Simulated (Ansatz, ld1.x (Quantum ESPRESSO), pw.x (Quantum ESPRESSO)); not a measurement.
**From atom to crystal: RRKJ potential for N**

N, norm-conserving RRKJ (Kleinman–Bylander form), made with ld1.x (Quantum ESPRESSO) 7.5 (PBEsol, scalar-relativistic). Core [He], reference 2s2 2p2.5 (charge +0.5). Waves: 2s (bound): rc 1.10 bohr; 2p (bound): rc 1.55 bohr. Local part: all-electron potential smoothed inside 1.40 bohr (lloc = -1). Core correction: none. rho0 = 0.001.

Crystal test: bcc N in pw.x 7.5, no spin, 18³ k-points, Fermi–Dirac smearing 0.01 Ry, cutoffs 135/540 Ry. The reference is all-electron LAPW (Ansatz 0.2.0) with the same functional, mesh and smearing; V0 and B0 come from Birch–Murnaghan fits to the pressures at five volumes. Errors are pseudo minus all-electron; Δ is the rms difference of the E(V) curves that follow from these fits, minima aligned, over ±6 % about the mean V0. Mesh and smearing are coarse, so the numbers serve the comparison and aren't converged zero-temperature values; the lattice is a test structure that the element need not adopt. Spin polarisation is left out.

All-electron: a0 = 2.395 Å (V0 = 6.87 Å³/atom), B0 = 214.6 GPa.

Problem. How far does the potential miss the all-electron equation of state?

Solution. mean pressure error (GPa): +2.86; a0 (Å): 2.406; a0 error (%): +0.44; B0 error (%): -0.9; Δ (meV/atom): 4.3.

| V (Å³/atom) | P all-electron (GPa) | P pseudo (GPa) |
| --- | --- | --- |
| 6.552 | 11.27 | 14.64 |
| 6.725 | 4.87 | 7.96 |
| 6.897 | -0.77 | 2.07 |
| 7.069 | -5.74 | -3.13 |
| 7.242 | -10.12 | -7.71 |

Problem. At the middle volume, how do free energy and pressure move when the wave cutoff is lowered (ecutrho kept at four times it)?

Solution.

```csv
cutoff (Ry),shift of F (meV/atom),shift of P (GPa)
61,+661.4,-45.93
81,+132.4,-14.78
108,+7.5,-1.61
```

The run at the middle volume (195 k-points, 6 iterations) took about 16 s on one core of a shared host (Neoverse-V2, 96 threads, 742 GiB, load 56).
